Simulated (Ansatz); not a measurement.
**Al2H2 (triplet): wave-function methods side by side, def2-TZVPP**

One table from this session's results is given with a row withheld; the runs are named, their logs left out.

Program: Ansatz 0.2.0, Gaussian basis. Level of theory: def2-TZVPP, core rule «outside noble gas», up to 10 orbitals frozen. These are calculated values, not measurements.

To be run: UHF; ROHF; CCSD(T) on UHF.

2 further runs of the same task are left out: 2 set aside as unsound or not needed.

## What is computed

The geometry is a PBE0/def2-TZVP stationary point (not a proven minimum).

4 atoms, charge 0, spin multiplicity 3.

Atoms are counted from 1 here; the program's logs count them from 0.

Bond lengths: Al1–Al2 2.300 Å, Al1–H3 1.575 Å, Al2–H4 1.575 Å. Angles: Al2–Al1–H3 180.0°, Al1–Al2–H4 180.0°.

Set-up of the first run:

File in.yaml:

```yaml
crystal:
  periodic: [false, false, false]
  atoms:
    - {symbol: Al, position_ang: [0.000000, 0.000000, 1.150006]}
    - {symbol: Al, position_ang: [0.000000, 0.000000, -1.150006]}
    - {symbol: H, position_ang: [0.000000, 0.000000, 2.724549]}
    - {symbol: H, position_ang: [0.000000, 0.000000, -2.724549]}
basis:
  gaussian: {orbitals: def2-TZVPP}
magnetization: {spin_polarized: true, initial_magnetization: 2}
hamiltonian: {xc: hf}
output: {orbitals: {seedname: orbitals}}
```

Run with:

```console
ansatz run in.yaml --threads 1 --pin off --events-out ev --progress --plain --max-ram 4096MiB --backend cpu
```

Steps of the session up to this table: UHF; ROHF; CCSD(T) on UHF.

One of the session's tables, all rows but one given; the rest of the session is left out.

| method | from UCCSD(T) (meV) |
| --- | --- |
| ROHF | +4485.2 |
| UHF | +4387.8 |
| UMP2 | +1006.2 |
| UCCSD | ? |
| UCCSD(T) | 0 |

Q: Estimate the row for UCCSD from the others.

As computed: from UCCSD(T) (meV): +170.2. In the column «from UCCSD(T) (meV)» it lies between UCCSD(T) (0) and UMP2 (+1006.2).

With the free atoms at the same levels and basis (separate runs), the atomisation energy is 6.528 eV at UCCSD(T), 5.081 eV at ROHF.
